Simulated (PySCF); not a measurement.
Compound: CH3BO.
Cartesian coordinates in Å at the PBE0-D3(BJ)/def2-SVP level; atoms count from 1:
```
atom  x, y, z in Å
C1    -0.5172    0.0406    0.0115
B2     1.0101   -0.0772   -0.0440
O3     2.2109   -0.1697   -0.0869
H4    -0.8774   -0.1256    1.0375
H5    -0.9837   -0.7060   -0.6479
H6    -0.8365    1.0419   -0.3132
```

Level of theory: core-valence-separated Tamm–Dancoff BHandHLYP/aug-pcX-1 (pcseg-1 on H) in PySCF, non-relativistic, gas phase, PBE0-D3(BJ)/def2-SVP geometry. No shift to experiment was applied.

Give energies, oscillator strengths and core holes at the C K edge.

```csv
E (eV),f,core hole on,main final orbital
285.44,0.0002,C1,LUMO (91 %)
286.13,0.0247,C1,"LUMO+4/LUMO+5 (2 roots, f summed)"
286.76,0.0435,C1,"LUMO+1/LUMO+2 (2 roots, f summed)"
287.08,0.0268,C1,LUMO+3 (72 %)
288.19,0.0102,C1,LUMO+6 (62 %)
```

The first line with a tenth or more of the strongest one's intensity is at 286.13 eV (f = 0.025, sum of 2), with the hole on C1 (sp3 carbon bound to boron). The strongest listed is at 286.76 eV (f = 0.043, sum of 2; C1).

Give energies, oscillator strengths and core holes at the O K edge.

```csv
E (eV),f,core hole on,main final orbital
530.78,0.0773,O3,"LUMO+4/LUMO+5 (2 roots, f summed)"
532.46,0.0023,O3,LUMO (69 %)
534.00,0.0011,O3,LUMO+3 (65 %)
534.29,0.0000,O3,"LUMO+1/LUMO+2 (2 roots, f summed)"
535.24,0.0024,O3,LUMO+6 (78 %)
```

The first line with a tenth or more of the strongest one's intensity is at 530.78 eV (f = 0.077, sum of 2), with the hole on O3 (oxygen bonded to B). It is also the strongest listed.

What does the B 1s absorption edge look like?

```
E (eV)       f  core hole on                 main final orbital
188.70  0.1548            B2  LUMO+4/LUMO+5 (2 roots, f summed)
190.46  0.0001            B2                        LUMO (76 %)
192.34  0.0068            B2  LUMO+1/LUMO+2 (2 roots, f summed)
192.39  0.0006            B2                      LUMO+3 (77 %)
193.45  0.0029            B2                      LUMO+6 (91 %)
```

The first line with a tenth or more of the strongest one's intensity is at 188.70 eV (f = 0.155, sum of 2), with the hole on B2 (boron bonded to C and O). It is also the strongest listed.

Roots within 0.03 eV whose holes lie on the same, on equivalent or on shared atoms are summed into one line, and the highest roots are left out, as the search may have cut off their partners. Final orbitals are the ground state's empty Kohn–Sham orbitals.

What length of transition dipole belongs to the line at 288.19 eV?

From f = (2/3) ΔE |μ|² in atomic units, with ΔE = 10.591 Eh and f = 0.0102: |μ| = 0.038 au = 0.10 D.

Only the lowest roots of each edge were sought.
